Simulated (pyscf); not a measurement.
Single points on ωB97X-D3(BJ)/def2-SVP structures (PySCF, gas phase).

Task: H₃C–O–SiH₃ (SMILES CO[SiH3]) + H₂O (SMILES O) -> H₃C–OH (SMILES CO) + HO–SiH₃ (SMILES O[SiH3])
Surface: singlet. Broken: C–O, H–O. Formed: C–O, H–O. Give ΔE‡ and ΔE from ωB97M-D3(BJ)/def2-TZVP, relative to the separated reactants.

Result: ΔE‡ = 3.08 eV, ΔE = +0.01 eV. Zero-point energy shifts the barrier by +0.01 eV. It is a four-centre exchange, with an imaginary mode of 746i cm⁻¹. On the reactant side the descent ends in a complex (not fully relaxed), 0.22 eV under the separated species and 3.41 eV under the saddle at ωB97X-D3(BJ)/def2-TZVP. On the product side the descent ends in a complex (not fully relaxed), 0.32 eV under the separated species and 3.48 eV under the saddle at ωB97X-D3(BJ)/def2-TZVP. At ωB97X-D3(BJ)/def2-TZVP the barrier from the zero used here is 3.19 eV. H₃C–O–SiH₃ lies 1.03 eV over its isomer H₃C–SiH₂–OH (electronic energy, ωB97M-D3(BJ)/def2-TZVP). One saddle was located; it need not be the lowest between these sides.
